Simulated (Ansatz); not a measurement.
Calculated with Ansatz (gas phase, PBE0-D4/def2-TZVP geometries, no zero-point term in ΔE). CBS: MP2 limit from def2 TZ/QZ plus the TZ coupled-cluster correction, frozen cores. Functionals use def2-TZVPP. B3LYP here is the variant with VWN-RPA as its local correlation; programs differ in this. One conformer a species, not always the lowest.

`C/C=C/CO` → `CC1COC1`  (isomerisation)

```json
{"level": "PBE-D4", "ΔE (kJ/mol)": "40.9"}
{"level": "PBE0-D4", "ΔE (kJ/mol)": "35.0"}
{"level": "PBE0", "ΔE (kJ/mol)": "36.6"}
{"level": "B3LYP", "ΔE (kJ/mol)": "56.2"}
{"level": "MP2/def2-TZVPP", "ΔE (kJ/mol)": "42.7"}
{"level": "HF/def2-QZVPP", "ΔE (kJ/mol)": "54.3"}
{"level": "HF/CBS(def2)", "ΔE (kJ/mol)": "54.4"}
{"level": "MP2/CBS(def2)", "ΔE (kJ/mol)": "46.6"}
```

Task: What does CCSD(T)/CBS give? (An estimate is asked.)

Result: The calculation gave: +47.8 kJ/mol. The listed levels differ from it by -6.9, -12.8, -11.2, 8.4, -5.1, 6.5, 6.6, -1.2 kJ/mol.

Largest T1 diagnostic among the species: 0.010.

From PBE to PBE0 (25 % exact exchange), in def2-TZVPP and without D4, ΔE moves by −6.2 kJ/mol. The D4 term adds −3.2 kJ/mol with B3LYP and −1.5 kJ/mol with PBE0; it sums over pairs of atoms, weighted by their polarisabilities, and B3LYP, whose exchange is more repulsive, gets the larger term. In def2-TZVPP, CCSD(T) changes the Hartree–Fock value by −10.1 kJ/mol (the triples alone add +0.9 kJ/mol) and MP2 by −11.3 kJ/mol.

CCSD(T)/CBS has its own doubt, a few kJ/mol and more with outer-core shells, so smaller differences from it don't rank the levels.
